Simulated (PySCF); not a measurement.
dimethyl ether (C2H6O), SMILES COC. Atoms are numbered in the order given.

```xyz
9

C      1.1601     0.0000    -0.1937
O      0.0000     0.0000     0.5882
C     -1.1601     0.0000    -0.1937
H      1.2140     0.8907    -0.8363
H      1.2140    -0.8907    -0.8363
H      2.0155     0.0000     0.4822
H     -1.2140     0.8907    -0.8363
H     -2.0155     0.0000     0.4822
H     -1.2140    -0.8907    -0.8363
```
Charge 0, spin multiplicity 1.

Geometry optimised at PBE0-D3(BJ)/def2-TZVP.

These are B3LYP/pcJ-1 (PySCF) values and carry that method's errors.

Isotropic couplings with Fermi-contact, spin-dipole and both spin-orbit terms, one fixed conformer, no vibrational averaging. Isotopes: 13C, 1H.

Computed spin–spin coupling constants:
```json
[
 {"pair": "C1–H4", "bonds apart": "1", "J (Hz)": "141.6"},
 {"pair": "C1–H5", "bonds apart": "1", "J (Hz)": "141.6"},
 {"pair": "C1–H6", "bonds apart": "1", "J (Hz)": "148.8"},
 {"pair": "C3–H7", "bonds apart": "1", "J (Hz)": "141.6"},
 {"pair": "C3–H8", "bonds apart": "1", "J (Hz)": "148.8"},
 {"pair": "C3–H9", "bonds apart": "1", "J (Hz)": "141.6"},
 {"pair": "C1–C3", "bonds apart": "2", "J (Hz)": "-2.2"},
 {"pair": "H4–H5", "bonds apart": "2", "J (Hz)": "-8.6"},
 {"pair": "H4–H6", "bonds apart": "2", "J (Hz)": "-11.6"},
 {"pair": "H5–H6", "bonds apart": "2", "J (Hz)": "-11.6"},
 {"pair": "H7–H8", "bonds apart": "2", "J (Hz)": "-11.6"},
 {"pair": "H7–H9", "bonds apart": "2", "J (Hz)": "-8.6"},
 {"pair": "H8–H9", "bonds apart": "2", "J (Hz)": "-11.6"},
 {"pair": "C1–H7", "bonds apart": "3", "J (Hz)": "2.7"},
 {"pair": "C1–H8", "bonds apart": "3", "J (Hz)": "14.1"},
 {"pair": "C1–H9", "bonds apart": "3", "J (Hz)": "2.7"},
 {"pair": "C3–H4", "bonds apart": "3", "J (Hz)": "2.7"},
 {"pair": "C3–H5", "bonds apart": "3", "J (Hz)": "2.7"},
 {"pair": "C3–H6", "bonds apart": "3", "J (Hz)": "14.1"},
 {"pair": "H4–H8", "bonds apart": "4", "J (Hz)": "-0.6"},
 {"pair": "H4–H9", "bonds apart": "4", "J (Hz)": "0.8"},
 {"pair": "H5–H7", "bonds apart": "4", "J (Hz)": "0.8"},
 {"pair": "H5–H8", "bonds apart": "4", "J (Hz)": "-0.6"},
 {"pair": "H6–H7", "bonds apart": "4", "J (Hz)": "-0.6"},
 {"pair": "H6–H8", "bonds apart": "4", "J (Hz)": "1.7"},
 {"pair": "H6–H9", "bonds apart": "4", "J (Hz)": "-0.6"}
]
```
